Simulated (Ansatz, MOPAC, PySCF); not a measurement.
Complex: C5H10 (SMILES C1CCCC1) (first 15 atoms) with C5H12 (SMILES CC(C)(C)C); geometry from S66by8 set.
(charge 0, multiplicity 1):
```xyz
32

C      0.79777    -1.02335    -2.78629
H      0.85142    -1.12335    -3.87204
H      1.48926    -1.74547    -2.35431
C      1.11475     0.42365    -2.37437
H      1.83600     0.88884    -3.04358
H      1.55343     0.43852    -1.37694
C     -0.24670     1.16439    -2.37105
H     -0.26022     1.99956    -3.06871
H     -0.45094     1.57569    -1.38304
C     -1.30085     0.10251    -2.73472
H     -1.47570     0.10394    -3.81203
H     -2.25887     0.27674    -2.24687
C     -0.64902    -1.22137    -2.33772
H     -1.12658    -2.08893    -2.79104
H     -0.68816    -1.34658    -1.25381
C      0.05455     0.10624     2.44906
C     -0.04179    -0.04584     3.96470
H      0.95076    -0.06131     4.41705
H     -0.60071     0.78204     4.40313
H     -0.54895    -0.97451     4.23005
C      0.76861     1.41315     2.11343
H      0.85013     1.54665     1.03375
H      0.22514     2.26784     2.51893
H      1.77621     1.42380     2.53166
C     -1.35046     0.12607     1.85174
H     -1.31353     0.24326     0.76789
H     -1.93276     0.95349     2.26008
H     -1.88036    -0.80172     2.07307
C      0.84245    -1.06724     1.87172
H      0.34723    -2.01423     2.09196
H      0.93730    -0.98006     0.78858
H      1.84717    -1.10465     2.29547
```

Interaction energies are E(AB) − E(A) − E(B) at the monomers' geometry in the complex; basis-set methods are counterpoise corrected. Rows marked so take none.

Rows in 3-21G, 6-31G* carry no dispersion term and start afresh at each structure (6-31G* with six Cartesian d functions). The state reached by PM3 isn't checked.

Run with Ansatz (a program for electronic structure); MOPAC for PM3 (differences of heats of formation); PySCF for 3-21G rows, 6-31G* rows, the dispersion terms. 

| level | interaction energy (kcal/mol) |
|---|---|
| PM3 | -2.05 |
| HF/3-21G (no counterpoise) | -0.37 |
| HF/6-31G* | 0.93 |
| HF/6-31G* (no counterpoise) | 0.60 |
| PBE-D4/def2-TZVPPD | … |
| r2SCAN-D3(BJ)/def2-TZVPPD | -2.03 |
| B3LYP/6-31G* | 0.72 |
| B3LYP/def2-TZVPPD | 0.72 |
| PBE0/def2-TZVPPD | … |

Problem. Some entries are withheld; supply them.

Solution. 
- PBE-D4/def2-TZVPPD, interaction energy (kcal/mol): -2.35
- PBE0/def2-TZVPPD, interaction energy (kcal/mol): -0.23
